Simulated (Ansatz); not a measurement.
```xyz
8

N     0.940   -2.180   -0.952
C     0.587   -1.131   -0.640
C     0.093    0.190   -0.236
O    -1.264    0.349   -0.485
S     0.574    0.399    1.515
H     0.607    0.946   -0.832
H    -1.755   -0.266    0.073
H     0.218    1.693    1.557
```

The species carries charge 0 and has multiplicity 1.

**Question.** List the PBE/def2-TZVPP orbital energies in eV (Ansatz). (An estimate is asked.)

**Answer.** Computed: Occupied: -2396.60, -511.57, -380.92, -272.82, -270.34, -209.55, -155.73, -155.62, -155.42, -27.20, -23.04, -20.36, -17.65, -15.00, -12.72, -12.17, -10.50, -9.41, -8.97, -8.82, -8.49, -7.77, -6.64. Lowest empty: -1.46, -1.26, -1.16, 0.42, 0.87, 1.08, 1.96, 3.00.
